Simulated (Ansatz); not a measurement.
Born–Oppenheimer molecular dynamics of BH5OS (8 atoms, charge 0, multiplicity 1). It starts at the highest image of a converged band, a first-order saddle point between two minima.

These are results of Ansatz 0.2.0, RKS PBE/def2-SVP, not measurements.

```json
{
 "ensemble": "NVE (velocity Verlet)",
 "time step": "0.5 fs",
 "steps asked": "200",
 "starting velocities drawn for": "100 K",
 "seed": "5621"
}
```

First frame:

```xyz
8
Properties=species:S:1:pos:R:3
B 0.085 0.221 0.283
O -0.196 -0.269 1.705
H -1.052 -0.735 1.734
H 1.235 0.049 -0.070
H -0.821 0.007 -0.509
S -0.130 2.228 0.803
H 1.146 2.429 1.239
H -0.376 1.098 1.835
```

Task: How far do the bonds stretch over the last three quarters of this one trajectory? (Pairs bonded in most of those frames.)

Result: 
```tsv
bond	mean (Å)	spread (Å)	shortest	longest
B1–O2	1.381	0.034	1.33	1.47
B1–H4	1.221	0.003	1.21	1.23
B1–H5	1.224	0.004	1.22	1.23
O2–H3	0.973	0.002	0.97	0.98
S6–H7	1.361	0.003	1.36	1.37
S6–H8	1.369	0.023	1.33	1.44
```

Pairs bonded in part of these frames only: B1–S6 31 %.

Mean temperature of the second half: 699 K. The conserved energy stayed within 0.024 meV per atom of its start (net change 0.0042 meV per atom), so the integration is sound. The kinetic energy rose, since the run started high on the potential surface and went downhill. It ends in pieces (BH3O + H2S), so much of that is their flight and rotation, not heat. A run of 0.1 ps of so small a system gives no equilibrium averages. The orbitals stay closed-shell, which can raise the energy where a bond breaks towards radicals; this wasn't checked here.

The run took 6.4 min on 1 thread of AMD EPYC 7R43 64-Core Processor (Zen 3), on a shared host, peak memory 0.13 GiB.
